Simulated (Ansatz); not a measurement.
in.yaml

```yaml
crystal:
  periodic: [false, false, false]
  atoms:
    - {symbol: N, position_ang: [0.000000, 0.000000, 0.000000]}
    - {symbol: H, position_ang: [0.000000, 0.000000, 3.507000]}
basis:
  gaussian: {orbitals: aug-cc-pVDZ}
correlation: {method: fci, electrons: outside_noble_gas}
```

```sh
$ ansatz run in.yaml --threads 1 --pin off --events-out ev --progress --plain --max-ram 2393MiB
```

Log:

```
507 factors; integrals over basis functions are off by at most 2.0e-7 eV
mean field evaluation 1: about -1481.5100 eV, gradient 1.7e1 eV
mean field evaluation 2: about -1481.5100 eV, gradient 1.7e1 eV
mean field evaluation 4: about -1483.5832 eV, gradient 1.3e1 eV
mean field evaluation 8: about -1484.2968 eV, gradient 4.7e-2 eV
mean field evaluation 16: about -1484.2968 eV, gradient 1.0e-1 eV
mean field evaluation 32: about -1480.0440 eV, gradient 6.8e-2 eV
mean field evaluation 64: about -1481.0670 eV, gradient 6.8e0 eV
mean field evaluation 96: about -1482.9853 eV, gradient 1.3e-1 eV
mean field evaluation 128: about -1482.9853 eV, gradient 2.2e-3 eV
mean field -1484.29685654 eV, -54.5469033854 hartree, gradient 1.5e-6 eV, S^2 0.000000; 13 other end points of the search recorded, 0 dependent functions left out; unrestricted orbitals would lower it
determinant -1484.29685654 eV, -54.5469033854 hartree, with singles and doubles -1491.55627397 eV, -54.8136820552 hartree
determinant -1482.98528599 eV, -54.4987040566 hartree, with singles and doubles -1491.13416144 eV, -54.7981697059 hartree
determinant -1484.29685654 eV, -54.5469033854 hartree, with singles and doubles -1492.75284550 eV, -54.8576552480 hartree
determinant -1482.98528599 eV, -54.4987040566 hartree, with singles and doubles -1492.71309199 eV, -54.8561943335 hartree
unrestricted determinant -1492.08264548 eV, -54.8330258516 hartree, S^2 2.0143
1 core orbitals not correlated: weight in the atoms' cores, before any rotation towards them, 1.000 or more for the frozen orbitals, at most 0.000 for the correlated occupied ones
reference -1484.29685654 eV, -54.5469033854 hartree; 3, 3 occupied and 28, 28 virtual orbitals, 507 factors
state -1493.63108986 eV, -54.8899301329 hartree
Total energy: -1493.63108986 eV, -54.8899301329 hartree
```

Natural occupations: 1.9653 1.0852 0.9895 0.9895 0.9063 0.0108 0.0094 0.0094 0.0090 0.0070 0.0050 0.0047 0.0047 0.0020 0.0004 0.0003 0.0003 0.0002 0.0002 0.0002 0.0002 0.0001 0.0001 0.0001.

Ran on 1 thread of Arm Neoverse V1, shared host: 55 s wall, 0.72 GiB peak host memory.
